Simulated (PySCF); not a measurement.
Gas-phase reaction: 2 (CH₃)₂SiH₂ ⇌ 2 SiH₄ + C₄H₈ (cis-2-butene)

Computed with PySCF and rigid-rotor harmonic-oscillator thermochemistry at 1 bar. † marks an energy on the PBE0/def2-TZVP geometry and frequencies; other levels use their own. MP2 freezes the core. 6-31G* has spherical d functions here. All species are closed-shell singlets. B3LYP is the form with VWN-RPA correlation. MP2 isn't extrapolated to the basis-set limit.

| level | ΔH°(298 K), kJ |
|---|---|
| B3LYP/6-31G* | 196 |
| M06-2X/def2-TZVP† | 236 |
| MP2/def2-SVP† | ? |
| PBE0/def2-SVP† | ? |
| r2SCAN/def2-TZVP† | 241 |
| ωB97X-V/def2-TZVP† | ? |

### Question
Fill in the missing entries.

### Answer

- MP2/def2-SVP†, ΔH°(298 K), kJ: 205
- PBE0/def2-SVP†, ΔH°(298 K), kJ: 222
- ωB97X-V/def2-TZVP†, ΔH°(298 K), kJ: 234
